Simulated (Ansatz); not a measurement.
C4H5N can be A, `C#C/N=C\C`, or B, `C/C=C/C#N`.

Isolated molecules relaxed with PBE0-D4/def2-TZVP in Ansatz; ΔE leaves out vibrations. CBS: MP2 limit from def2 TZ/QZ plus the TZ coupled-cluster correction, frozen cores. This one scheme is used for every species. Double bonds are as drawn, so ΔE can hold a change between cis and trans. DFT in def2-TZVPP. B3LYP here is the variant with VWN-RPA as its local correlation; programs differ in this.

(1) Which is lower in electronic energy at CCSD(T)/CBS, and by how much? (An estimate is asked.)

(2) Give E(B) − E(A) in kcal/mol with CCSD(T)/def2-SVP, PBE-D4, B3LYP-D4, PBE0-D4, B2PLYP, CCSD/def2-TZVPP, ωB97M-V. (An estimate is asked.)

(3) Does the order hold for the free energy at 298.15 K (harmonic terms from PBE0-D4)? (An estimate is asked.)

Largest T1 diagnostic: 0.014.

## Answers

(1) The calculation gave: B, by 40.4 kcal/mol.

(2) Ansatz gave: CCSD(T)/def2-SVP -43.7, PBE-D4 -36.2, B3LYP-D4 -38.1, PBE0-D4 -37.9, B2PLYP -40.1, CCSD/def2-TZVPP -42.5, ωB97M-V -39.9. None reverses the order clearly.

(3) Computed: Yes: G(B) − G(A) = -39.2 kcal/mol.

From PBE to PBE0 (25 % exact exchange), in def2-TZVPP and without D4, E(B) − E(A) moves by −1.7 kcal/mol. At CCSD(T), def2-SVP lies −3.2 kcal/mol from the extrapolated value and def2-TZVPP −1.4 kcal/mol.
